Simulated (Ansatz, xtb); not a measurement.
## Isomers of FNO2S in order of energy

3 gas-phase structures of FNO2S, found in a search over its isomers (lower ones may exist). Each was relaxed with GFN2-xTB; where two conformers were screened, the lower at r2SCAN-D4/def2-SVP is listed:

A. `O=N[S@@](=O)F`, a singlet
B. `O=NOSF`, a singlet
C. `O=[N+]([O-])SF`, a singlet

Task: Estimate their order in r2SCAN-D4/def2-SVP energy at these geometries, lowest first.

Result: Calculated order at r2SCAN-D4/def2-SVP: C (0.0), A (3.7), B (9.4) kcal/mol.

Energies above the lowest of each column, in kcal/mol:

```csv
structure,GFN2-xTB,HF/STO-3G,r2SCAN-D4/def2-SVP
C,5.2,41.8,0.0
A,0.0,89.9,3.7
B,19.5,0.0,9.4
```

r2SCAN-D4/def2-SVP puts C lowest; GFN2-xTB picks A, HF/STO-3G picks B. Flexible structures stand in one conformer each, not always the lowest. No reliable frequencies are at hand for these structures.

Programs: Ansatz 0.2.0, xtb 6.7.1 (Pople sets with spherical d functions).
